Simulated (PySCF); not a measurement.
# BN (triplet) with other numerical set-ups

Aim: see how much the energy and properties of BN (triplet) depend on the numerical set-up.

The runs use PySCF 2.14.0; each script names its method and basis.

4 further runs of the same task are left out: 4 that didn't finish.

## Step 1: Starting geometry

BN (triplet): 2 atoms, charge 0, spin multiplicity 3.

Bond lengths: B1–N2 1.521 Å.

## Step 2: The base run

The input, input.py:

```python
from pyscf import gto, scf, cc

mol = gto.M(
    atom='B 0 0 0; N 0 0 1.521',
    basis='cc-pvtz',
    charge=0,
    spin=2,
    verbose=3,
)
mf = scf.UHF(mol)
mf.kernel()
mycc = cc.CCSD(mf, frozen=2)
mycc.kernel()
mycc.ccsd_t()
mf.dip_moment()
print('orbital energies (hartree):', [e[max(0, n-3):n+3].round(4) for e, n in zip(mf.mo_energy, mol.nelec)])
```

On the command line:

```console
> OMP_NUM_THREADS=1 python input.py
```

Its log is not repeated here.

In short: E(SCF) = -78.976098 Eh, E(CCSD) − E(SCF) = -0.25209 Eh, (T) = -0.01590 Eh, ⟨S²⟩ = 2.274, μ = 2.16 D (of the SCF density).

The bond length is a typed value, not an optimised one. The triplet is typed in the script; nothing here shows that it is the ground state.

## Step 3: 6-311++g**

Edit 1 changes basis set: cc-pvtz → 6-311++g**.

The input, input.py:

```python
from pyscf import gto, scf, cc

mol = gto.M(
    atom='B 0 0 0; N 0 0 1.521',
    basis='6-311++g**',
    charge=0,
    spin=2,
    verbose=3,
)
mf = scf.UHF(mol)
mf.kernel()
mycc = cc.CCSD(mf, frozen=2)
mycc.kernel()
mycc.ccsd_t()
mf.dip_moment()
print('orbital energies (hartree):', [e[max(0, n-3):n+3].round(4) for e, n in zip(mf.mo_energy, mol.nelec)])
```

On the command line:

```console
> OMP_NUM_THREADS=1 python input.py
```

## Step 4: Spin-free X2C on

Edit 2 changes spin-free X2C: off → on.

input.py, as its differences from that of step 2:

```diff
@@ -10,2 +10,3 @@
 mf = scf.UHF(mol)
+mf = mf.sfx2c1e()
 mf.kernel()
```

## Step 5: Density fitting def2-universal-jkfit

Edit 3 changes density fitting: none → def2-universal-jkfit.

input.py, as its differences from that of step 2:

```diff
@@ -10,2 +10,3 @@
 mf = scf.UHF(mol)
+mf = mf.density_fit(auxbasis='def2-universal-jkfit')
 mf.kernel()
```

## Step 6: Aug-cc-pvdz

Edit 4 changes basis set: cc-pvtz → aug-cc-pvdz.

input.py, as its differences from that of step 2:

```diff
@@ -4,3 +4,3 @@
     atom='B 0 0 0; N 0 0 1.521',
-    basis='cc-pvtz',
+    basis='aug-cc-pvdz',
     charge=0,
```

What does the calculation give? Wanted: for each run, E(SCF); from base; gap, α spin; SCF dipole; after the SCF.

As calculated:

```csv
run,E(SCF) (hartree),from base (eV),"gap, α spin (eV)",SCF dipole (D),functions,after the SCF
base,-78.976098,0,14.72,2.16,60,"CCSD(T) correlation -7.292 eV, core frozen"
6-311++g**,-78.970017,+0.1655,14.19,2.32,44,"CCSD(T) correlation -6.476 eV, core frozen"
spin-free X2C on,-79.010249,-0.9293,14.72,2.15,60,"CCSD(T) correlation -7.294 eV, core frozen"
density fitting def2-universal-jkfit,-78.976084,+0.0004,14.72,2.16,60,"CCSD(T) correlation -7.299 eV, core frozen"
aug-cc-pvdz,-78.964843,+0.3063,14.07,2.32,46,"CCSD(T) correlation -6.365 eV, core frozen"
```

What this shows: The largest comparable shift of the SCF energy, -0.929 eV, comes with the run “spin-free X2C on”. 6-311++g** (44 functions) gives an energy 0.17 eV higher than cc-pvtz (60). Scalar relativity lowers the total energy by 0.93 eV, nearly all of it in the inner shells; a basis contracted without relativity catches only part of it. aug-cc-pvdz (46 functions) gives an energy 0.31 eV higher than cc-pvtz (60).
